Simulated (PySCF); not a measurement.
**CH3LiO, a cluster of ions: interaction energy**

An exercise on one series of results from a longer session: the logs are not shown, and one member is left open.

Programs: PySCF 2.14.0. All values are calculated, for the isolated system unless a continuum is named. Atoms count from 0, parts from 1.

### Starting point

6 atoms, charge 0, multiplicity 1; geometry: GFN2-xTB. Parts: 1 = atom 0, `[Li+]`, charge 1; 2 = atoms 1–5, `C[O-]`, charge -1.

Set-up of the first run:

What the job is given:

```
{"job": {"xc": "PBE0", "basis": "def2-TZVPD", "d3": "d3bj", "grid": 3, "kind": "geom", "shake": 0.01}, "charge": 0, "multiplicity": 1, "parts": [{"atoms": "0-0", "charge": 1, "multiplicity": 1}, {"atoms": "1-5", "charge": -1, "multiplicity": 1}]}
Li    -0.326589    -0.530297     0.341820
C     -2.935109    -1.254194     1.491518
O     -1.727214    -0.900040     0.937723
H     -3.149562    -0.593716     2.335805
H     -3.733829    -1.173321     0.736694
H     -2.914851    -2.280681     1.856113
```

On the command line:

```bash
$ OMP_NUM_THREADS=1 python cluster_run.py task.json out
```

This one command runs all jobs of the session in turn.

Steps of the session up to this table: Relaxing the molecule at PBE0-D3(BJ)/def2-TZVPD; Coupled-cluster interaction energy: CCSD(T) and MP2, 1.58 Å; Coupled-cluster interaction energy: CCSD(T) and MP2, 1.66 Å; Coupled-cluster interaction energy: CCSD(T) and MP2, 1.74 Å; Coupled-cluster interaction energy: CCSD(T) and MP2, 1.50 Å; Coupled-cluster interaction energy: CCSD(T) and MP2, 1.98 Å; Coupled-cluster interaction energy: CCSD(T) and MP2, 1.42 Å; Coupled-cluster interaction energy: CCSD(T) and MP2, 2.37 Å.

One of the session's tables, all rows but one given; the rest of the session is left out.

It belongs to the step «Coupled-cluster interaction energy: CCSD(T) and MP2, 2.37 Å». 

```
                 method  interaction energy (kcal/mol)
         HF/aug-cc-pVDZ                              ?
        MP2/aug-cc-pVDZ                        -142.30
       CCSD/aug-cc-pVDZ                        -142.29
    CCSD(T)/aug-cc-pVDZ                        -142.09
         HF/aug-cc-pVQZ                        -143.50
        MP2/aug-cc-pVQZ                        -142.79
    SCS-MP2/aug-cc-pVQZ                        -142.99
      MP2, extrapolated                        -142.83
CCSD(T), limit estimate                        -142.61
```

Q: Estimate the row for HF/aug-cc-pVDZ from the others.

The run gave: interaction energy (kcal/mol): -143.00. In the column «interaction energy (kcal/mol)» it lies between HF/aug-cc-pVQZ (-143.50) and SCS-MP2/aug-cc-pVQZ (-142.99).

A test (T1, the size of the triples or of CCSD(T) less MP2, charge moved between the parts) flags this point.

Caveats from the session: A test (T1 over 0.02, large triples or CCSD(T) less MP2, charge moved between the parts) flags the points at 2.37, 3.16 Å, so these are not to be taken as benchmarks.
